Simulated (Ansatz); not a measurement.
**CH6Si (singlet): from Hartree-Fock to the top rungs at a displaced geometry (v2), cc-pVDZ**

The task here is to estimate one member of a computed series from the others.

Program: Ansatz 0.2.0, Gaussian basis. Level of theory: cc-pVDZ, core rule «outside noble gas», up to 6 orbitals frozen. These are calculated values, not measurements.

The runs, in order: UHF; CCSD(T) on RHF; BCCD(T) on RHF; CISD; CCSDT(Q) on RHF; CASSCF and NEVPT2, 8 electrons in 8 orbitals.

9 further runs of the same task are left out: 1 that didn't finish, 8 set aside as unsound or not needed.

### The system

The geometry is a PBE0/def2-TZVP stationary point (not a proven minimum) with its atoms shifted at random (size 0.100 Å).

8 atoms, charge 0, spin multiplicity 1.

Atoms are counted from 1 here; the program's logs count them from 0.

Bond lengths: Si1–C2 1.706 Å, Si1–H3 1.500 Å, Si1–H4 1.546 Å, Si1–H5 1.640 Å, C2–H6 1.252 Å, C2–H7 1.027 Å, C2–H8 1.108 Å. Angles: C2–Si1–H3 113.9°, C2–Si1–H4 110.0°, C2–Si1–H5 113.3°, H3–Si1–H4 108.3°, H3–Si1–H5 106.5°, H4–Si1–H5 104.3°, Si1–C2–H6 117.1°, Si1–C2–H7 115.8°, Si1–C2–H8 116.1°, H6–C2–H7 101.0°, H6–C2–H8 101.0°, H7–C2–H8 103.4°.

Set-up of the first run:

Contents of in.yaml:

```yaml
crystal:
  periodic: [false, false, false]
  atoms:
    - {symbol: Si, position_ang: [-0.549993, 0.002496, -0.000818]}
    - {symbol: C, position_ang: [1.156333, 0.019486, 0.009578]}
    - {symbol: H, position_ang: [-1.171320, 1.367840, 0.008235]}
    - {symbol: H, position_ang: [-1.077810, -0.779747, 1.223858]}
    - {symbol: H, position_ang: [-1.182454, -0.789703, -1.289751]}
    - {symbol: H, position_ang: [1.739132, -1.086261, -0.068443]}
    - {symbol: H, position_ang: [1.594589, 0.412138, 0.851648]}
    - {symbol: H, position_ang: [1.644057, 0.573995, -0.816887]}
basis:
  gaussian: {orbitals: cc-pVDZ}
magnetization: {spin_polarized: true, initial_magnetization: 0}
hamiltonian: {xc: hf}
output: {orbitals: {seedname: orbitals}}
```

Run with:

```console
$ ansatz run in.yaml --threads 1 --pin off --events-out ev --progress --plain --max-ram 2393MiB
```

Steps of the session up to this table: UHF; CCSD(T) on RHF; BCCD(T) on RHF; CISD; CCSDT(Q) on RHF; CASSCF and NEVPT2, 8 electrons in 8 orbitals.

One of the session's tables, all rows but one given; the rest of the session is left out.

| method | from RCCSDT(Q) (meV) |
| --- | --- |
| RHF | +8519.0 |
| RMP2 | +1412.7 |
| CISD | ? |
| RCCSD | +232.2 |
| RCCSD(T) | +33.4 |
| BCCD(T) | +32.6 |
| RCCSDT | +9.2 |
| RCCSDT(Q) | 0 |

**Question.** Estimate the row for CISD.

As computed: from RCCSDT(Q) (meV): +1003.4. In the column «from RCCSDT(Q) (meV)» it lies between RCCSD (+232.2) and RMP2 (+1412.7).

Left out of the table: CASSCF frontier, NEVPT2 frontier (the active space lost an orbital or holds another state than full CI finds).

To keep in mind: Warnings in the runs' records: passed over end.
